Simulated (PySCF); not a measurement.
Compound: cyclopentene, C5H8.
Numbering: `[CH:1]1=[CH:2][CH2:3][CH2:4][CH2:5]1` (hydrogens: H6 on C1; H7 on C2; H8, H9 on C3; H10, H11 on C4; H12, H13 on C5)

The closed-shell ground state was solved at several levels (PySCF, density fitting, gas phase, non-relativistic). Geometry: GFN2-xTB, one conformer, isolated molecule.

```
            level  basis functions  total energy (Eh)  HOMO (eV)  LUMO (eV)  gap (eV)  dipole (D)
wB97X-D/def2-SVPD              164          -195.1281      -8.71       2.52     11.23        0.23
    PBE0/pcSseg-1              125          -195.0593      -6.88       0.77      7.65        0.21
```

Estimate the row for B3LYP/pcJ-1, a basis of 215 functions; the other rows only guide the guess.

Total energy -195.3410 Eh, HOMO -6.64 eV, LUMO 0.55 eV, gap 7.19 eV, dipole 0.18 D.

Over all these levels, which gives the widest orbital gap and which the narrowest?

wB97X-D/def2-SVPD (range-separated hybrid) has the widest, 11.23 eV, and B3LYP/pcJ-1 (global hybrid, 20 % exact exchange) the narrowest, 7.19 eV. Functional and basis both differ between the two, so the spread mixes both effects.

How far do the dipole and the HOMO energy spread over the levels?

The dipole runs from 0.18 to 0.23 D (mean 0.21 D) and the HOMO from -8.71 to -6.64 eV.

wB97X-D is run here without its empirical dispersion term; that term would change no orbital, density or response property at a fixed geometry.
